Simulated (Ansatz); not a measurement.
# C2H5N (N-methylmethanimine), step by step

We compute a series of 32 runs (UHF/6-311G**, RPA@PBE/6-311G**, CCSD(T)/6-311G**, MP2/6-311G**) of C2H5N. 

Program for the calculation: Ansatz 0.2.0.

1 further run of the same task is left out (set aside as unsound or not needed).

### 1 Starting point

C2H5N has 8 atoms, charge 0, and is taken as a singlet. SMILES: `C=NC`. The H4–C1 distance was set to 0.935 Å, away from the relaxed value.

Bond lengths: C1–N2 1.257 Å, N2–C3 1.439 Å, C1–H4 0.935 Å, C1–H5 1.090 Å, C3–H6 1.100 Å, C3–H7 1.093 Å, C3–H8 1.093 Å. Angles: C1–N2–C3 117.9°, N2–C1–H4 123.2°, N2–C1–H5 119.4°, N2–C3–H6 113.7°, N2–C3–H7 109.0°, N2–C3–H8 109.1°, H4–C1–H5 117.3°, H6–C3–H7 109.1°, H6–C3–H8 109.1°, H7–C3–H8 106.7°.

### 2 The energy at UHF/6-311G(d,p) (run 1)

molecule.yaml reads:

```yaml
crystal:
  periodic: [false, false, false]
  atoms:
    - symbol: C
      position_ang: [-0.841507, 0.710148, -0.697010]
    - symbol: N
      position_ang: [0.314793, 0.274948, -0.466110]
    - symbol: C
      position_ang: [0.492493, -0.602452, 0.660390]
    - symbol: H
      position_ang: [-1.585200, 0.492200, -0.173900]
    - symbol: H
      position_ang: [-1.003807, 1.375348, -1.544610]
    - symbol: H
      position_ang: [-0.434107, -0.797652, 1.219990]
    - symbol: H
      position_ang: [0.904993, -1.552552, 0.310290]
    - symbol: H
      position_ang: [1.233893, -0.169052, 1.336990]
basis:
  gaussian: {orbitals: 6-311G_st__st_.json}
total_charge: 0
hamiltonian: {xc: hf}
magnetization: {spin_polarized: true, initial_magnetization: 0}
```

The basis set 6-311G** is read from a file made from the Basis Set Exchange's data (not shown).

On the command line:

```
$ ansatz run molecule.yaml --threads 1 --pin off --max-ram 2610MiB --events-out events.jsonl --progress --plain --runs-dir runs
```

What it wrote:

```text
Warning: RAYON_NUM_THREADS=1 ignored (pool sized by the plan → 1); use --threads N
Functional definition: HF
  name "HF"
  exchange = exact_x
  correlation = 0
758 factors; their error is unknown
mean field evaluation 1: about -3619.4041 eV, gradient 1.7e1 eV
mean field evaluation 2: about -3620.8805 eV, gradient 7.6e0 eV
mean field evaluation 4: about -3621.1659 eV, gradient 6.4e-1 eV
mean field evaluation 8: about -3621.1733 eV, gradient 1.0e-1 eV
mean field evaluation 16: about -3621.1424 eV, gradient 8.1e-1 eV
mean field evaluation 32: about -3621.0390 eV, gradient 1.4e0 eV
mean field evaluation 64: about -3621.1734 eV, gradient 6.6e-4 eV
mean field -3621.17340050 eV, -133.0756679489 hartree, gradient 1.0e-5 eV, S^2 0.003630; 2 other end points of the search recorded, 0 dependent functions left out
reference -3621.17340050 eV, -133.0756679489 hartree; 12, 12 occupied and 72, 72 virtual orbitals, 758 factors
Total energy: -3621.17340050 eV, -133.0756679489 hartree
```

It took 2 s on 1 thread of Arm Neoverse V1, shared host; peak memory 0.15 GiB.

### 3 The distorted shape: energy and gradient at UHF/6-311G(d,p) (run 2)

run.yaml reads:

```yaml
crystal:
  periodic: [false, false, false]
  atoms:
    - {symbol: C, position_ang: [-0.754013, 0.735789, -0.758552]}
    - {symbol: "N", position_ang: [0.402287, 0.300589, -0.527652]}
    - {symbol: C, position_ang: [0.579987, -0.576811, 0.598848]}
    - {symbol: H, position_ang: [-1.585200, 0.492200, -0.173900]}
    - {symbol: H, position_ang: [-0.916313, 1.400989, -1.606152]}
    - {symbol: H, position_ang: [-0.346613, -0.772011, 1.158448]}
    - {symbol: H, position_ang: [0.992487, -1.526911, 0.248748]}
    - {symbol: H, position_ang: [1.321387, -0.143411, 1.275448]}
basis:
  gaussian:
    orbitals: 6-311G_st__st_.json
magnetization:
  spin_polarized: true
  initial_magnetization: 0
hamiltonian:
  xc: hf
output: {forces: true}
```

The basis set 6-311G** is read from a file made from the Basis Set Exchange's data (not shown).

On the command line:

```
$ ansatz run run.yaml --threads 1 --pin off --max-ram 2610MiB --events-out events.jsonl --progress --plain --runs-dir runs
```

What it wrote, cut to the lines that bear on the results:

```text
Warning: RAYON_NUM_THREADS=1 ignored (pool sized by the plan → 1); use --threads N
[... 2 set-up lines as earlier in the session ...]
[...]
676 factors; integrals over basis functions are off by at most 9.8e-4 eV
[...]
mean field -3621.68998896 eV, -133.0946522248 hartree, gradient 2.7e-6 eV, S^2 0.000000; 1 other end points of the search recorded, 0 dependent functions left out
[...]
reference -3621.68998896 eV, -133.0946522248 hartree; 12, 12 occupied and 72, 72 virtual orbitals, 676 factors
Total energy: -3621.68998896 eV, -133.0946522248 hartree
Atom 0 at    -0.754013     0.735789    -0.758552 Å, force     2.101204     0.262125    -0.998772 eV/Å
Atom 1 at     0.402287     0.300589    -0.527652 Å, force    -0.908506     0.448514    -0.329239 eV/Å
Atom 2 at     0.579987    -0.576811     0.598848 Å, force     0.140640    -0.305475     0.365468 eV/Å
Atom 3 at    -1.585200     0.492200    -0.173900 Å, force    -1.338685    -0.379621     0.924812 eV/Å
Atom 4 at    -0.916313     1.400989    -1.606152 Å, force     0.090294    -0.212731     0.261041 eV/Å
Atom 5 at    -0.346613    -0.772011     1.158448 Å, force     0.278065     0.048415    -0.154963 eV/Å
Atom 6 at     0.992487    -1.526911     0.248748 Å, force    -0.141812     0.230737     0.086903 eV/Å
Atom 7 at     1.321387    -0.143411     1.275448 Å, force    -0.221200    -0.091963    -0.155251 eV/Å
Dipole moment:    -0.305920    -0.067817     0.184818 e Å
```

Wall time 1.6 s (1 thread of Arm Neoverse V1, shared host); peak memory 0.12 GiB.

Runs 3 to 7 aren't shown in full; the table further down has their settings and results.

### 4 The distorted shape: a single-point energy at UHF/6-311G(d,p) (run 8)

molecule.yaml reads:

```yaml
basis:
  gaussian: {orbitals: 6-311G_st__st_.json}
crystal:
  periodic: [false, false, false]
  atoms:
    - {symbol: C, position_ang: [0.777040, 1.184483, -1.835487]}
    - {symbol: N, position_ang: [1.933340, 0.749283, -1.604587]}
    - {symbol: C, position_ang: [2.111040, -0.128117, -0.478087]}
    - {symbol: H, position_ang: [-1.585200, 0.492200, -0.173900]}
    - {symbol: H, position_ang: [0.614740, 1.849683, -2.683087]}
    - {symbol: H, position_ang: [1.184440, -0.323317, 0.081513]}
    - {symbol: H, position_ang: [2.523540, -1.078217, -0.828187]}
    - {symbol: H, position_ang: [2.852440, 0.305283, 0.198513]}
magnetization: {spin_polarized: true, initial_magnetization: 0}
hamiltonian: {xc: hf}
```

The basis set 6-311G** is read from a file made from the Basis Set Exchange's data (not shown).

On the command line:

```
$ ansatz run molecule.yaml --threads 1 --pin off --max-ram 2610MiB --events-out events.jsonl --progress --plain --runs-dir runs
```

What it wrote:

```text
Warning: RAYON_NUM_THREADS=1 ignored (pool sized by the plan → 1); use --threads N
[... 4 set-up lines as earlier in the session ...]
758 factors; their error is unknown
mean field evaluation 1: about -3613.4241 eV, gradient 1.6e1 eV
mean field evaluation 2: about -3614.5521 eV, gradient 9.0e0 eV
mean field evaluation 4: about -3614.9746 eV, gradient 7.8e-1 eV
mean field evaluation 8: about -3614.9871 eV, gradient 9.5e-2 eV
mean field evaluation 16: about -3615.5284 eV, gradient 3.4e0 eV
mean field evaluation 32: about -3618.0633 eV, gradient 1.7e-1 eV
mean field evaluation 64: about -3613.4244 eV, gradient 1.6e1 eV
mean field -3618.07012536 eV, -132.9616246909 hartree, gradient 4.3e-5 eV, S^2 1.153062; 5 other end points of the search recorded, 0 dependent functions left out
reference -3618.07012536 eV, -132.9616246909 hartree; 12, 12 occupied and 72, 72 virtual orbitals, 758 factors
Total energy: -3618.07012536 eV, -132.9616246909 hartree
```

Wall time 2 s (1 thread of Arm Neoverse V1, shared host); peak memory 0.12 GiB.

Runs 9 to 31 aren't shown in full; the table further down has their settings and results.

### 5 The distorted shape: a single-point energy at MP2/6-311G(d,p) (run 32)

in.yaml reads:

```yaml
crystal:
  periodic: [false, false, false]
  atoms:
    - {symbol: C, position_ang: [0.777040, 1.184483, -1.835487]}
    - {symbol: N, position_ang: [1.933340, 0.749283, -1.604587]}
    - {symbol: C, position_ang: [2.111040, -0.128117, -0.478087]}
    - {symbol: H, position_ang: [-1.585200, 0.492200, -0.173900]}
    - {symbol: H, position_ang: [0.614740, 1.849683, -2.683087]}
    - {symbol: H, position_ang: [1.184440, -0.323317, 0.081513]}
    - {symbol: H, position_ang: [2.523540, -1.078217, -0.828187]}
    - {symbol: H, position_ang: [2.852440, 0.305283, 0.198513]}
basis:
  gaussian:
    orbitals: 6-311G_st__st_.json
correlation:
  method: mp2
```

The basis set 6-311G** is read from a file made from the Basis Set Exchange's data (not shown).

On the command line:

```
$ ansatz run in.yaml --threads 1 --pin off --max-ram 2610MiB --events-out events.jsonl --progress --plain --runs-dir runs
```

What it wrote, cut to the lines that bear on the results:

```text
Warning: RAYON_NUM_THREADS=1 ignored (pool sized by the plan → 1); use --threads N
[... 2 set-up lines as earlier in the session ...]
[...]
677 factors; integrals over basis functions are off by at most 9.9e-4 eV
[...]
mean field -3614.99077860 eV, -132.8484607846 hartree, gradient 7.6e-6 eV, S^2 0.000000; 1 other end points of the search recorded, 0 dependent functions left out; unrestricted orbitals would lower it
[...]
unrestricted determinant -3618.07013381 eV, -132.9616250014 hartree, S^2 1.1531
3 core orbitals not correlated: weight in the atoms' cores, before any rotation towards them, 1.000 or more for the frozen orbitals, at most 0.000 for the correlated occupied ones
reference -3614.99077860 eV, -132.8484607846 hartree; 9, 9 occupied and 72, 72 virtual orbitals, 677 factors
second order -14.34653468 eV of doubles, -0.00000000 eV of singles
Total energy: -3629.33731327 eV, -133.3756862097 hartree
```

It took 1.3 s on 1 thread of Arm Neoverse V1, shared host; peak memory 0.11 GiB.

### 6 Overview of the runs

| run | level | task | frozen core orbitals | bond length | energy (Eh) | wall time |
| --- | --- | --- | --- | --- | --- | --- |
| 1 | UHF/6-311G** | energy | – | 0.935 | -133.075668 | 2 s |
| 2 | UHF/6-311G** | gradient | – | 1.045 | -133.094652 | 1.6 s |
| 3 | UHF/6-311G** | gradient | – | 1.155 | -133.093267 | 1.6 s |
| 4 | UHF/6-311G** | energy | – | 1.3199 | -133.072606 | 1.8 s |
| 5 | UHF/6-311G** | gradient | – | 1.5399 | -133.032929 | 2.3 s |
| 6 | UHF/6-311G** | energy | – | 1.8699 | -132.985406 | 1.9 s |
| 7 | UHF/6-311G** | gradient | – | 2.3099 | -132.966500 | 2.7 s |
| 8 | UHF/6-311G** | energy | – | 2.9699 | -132.961625 | 2 s |
| 9 | RPA@PBE/6-311G** | energy | 3 | 0.935 | -133.810463 | 2.1 s |
| 10 | RPA@PBE/6-311G** | energy | 3 | 1.045 | -133.832108 | 2.1 s |
| 11 | RPA@PBE/6-311G** | energy | 3 | 1.155 | -133.833713 | 2.1 s |
| 12 | RPA@PBE/6-311G** | energy | 3 | 1.3199 | -133.818224 | 2 s |
| 13 | RPA@PBE/6-311G** | energy | 3 | 1.5399 | -133.786895 | 2.1 s |
| 14 | RPA@PBE/6-311G** | energy | 3 | 1.8699 | -133.742731 | 2.2 s |
| 15 | RPA@PBE/6-311G** | energy | 3 | 2.3099 | -133.701473 | 4.5 s |
| 16 | RPA@PBE/6-311G** | energy | 3 | 2.9699 | -133.669182 | 4.8 s |
| 17 | CCSD(T)/6-311G** | gradient | 3 | 0.935 | -133.592354 | 16 s |
| 18 | CCSD(T)/6-311G** | gradient | 3 | 1.045 | -133.613314 | 16 s |
| 19 | CCSD(T)/6-311G** | energy | 3 | 1.155 | -133.614279 | 3.6 s |
| 20 | CCSD(T)/6-311G** | energy | 3 | 1.3199 | -133.597926 | 3.6 s |
| 21 | CCSD(T)/6-311G** | energy | 3 | 1.5399 | -133.565634 | 3.6 s |
| 22 | CCSD(T)/6-311G** | gradient | 3 | 1.8699 | -133.520950 | 16 s |
| 23 | CCSD(T)/6-311G** | gradient | 3 | 2.3099 | -133.482488 | 17 s |
| 24 | CCSD(T)/6-311G** | gradient | 3 | 2.9699 | -133.464029 | 25 s |
| 25 | MP2/6-311G** | energy | 3 | 0.935 | -133.541816 | 0.62 s |
| 26 | MP2/6-311G** | energy | 3 | 1.045 | -133.562489 | 0.58 s |
| 27 | MP2/6-311G** | energy | 3 | 1.155 | -133.563068 | 0.58 s |
| 28 | MP2/6-311G** | energy | 3 | 1.3199 | -133.545889 | 0.6 s |
| 29 | MP2/6-311G** | energy | 3 | 1.5399 | -133.511873 | 0.64 s |
| 30 | MP2/6-311G** | energy | 3 | 1.8699 | -133.462997 | 0.66 s |
| 31 | MP2/6-311G** | gradient | 3 | 2.3099 | -133.415529 | 1.8 s |
| 32 | MP2/6-311G** | energy | 3 | 2.9699 | -133.375686 | 1.3 s |

### 7 Summary of results

```
                                                            quantity          value
                               distorted shape, run 32: total energy  -133.37569 Eh
distorted shape, run 32: correlation energy (3 core orbitals frozen)     -527.2 mEh
```

Below the UHF energy at the same shape and in the same basis (6-311G**): CCSD(T) -502.4 mEh; MP2 -414.1 mEh. Some of these start from another determinant than that one, so these aren't their correlation energies. In run 24 the T1 diagnostic is large, so a single reference may not serve. In runs 16, 17, 21, 22, 23, 24, 25, 29 and more the log says that unrestricted orbitals would lower the reference, so the values rest on an unstable closed-shell determinant (other closed-shell runs at this shape may share the fault). In runs 16, 22, 23, 24, 30, 31, 32 a closed-shell determinant meets a far-stretched bond, which it describes badly. Spin contamination of the reference: run 8 ⟨S²⟩ = 1.15, run 7 ⟨S²⟩ = 1.02, run 6 ⟨S²⟩ = 0.63. Where it is this large, the reference is a mixture of spin states, and values that rest on it are in doubt. All runs together took 2.4 min, the longest 25 s.
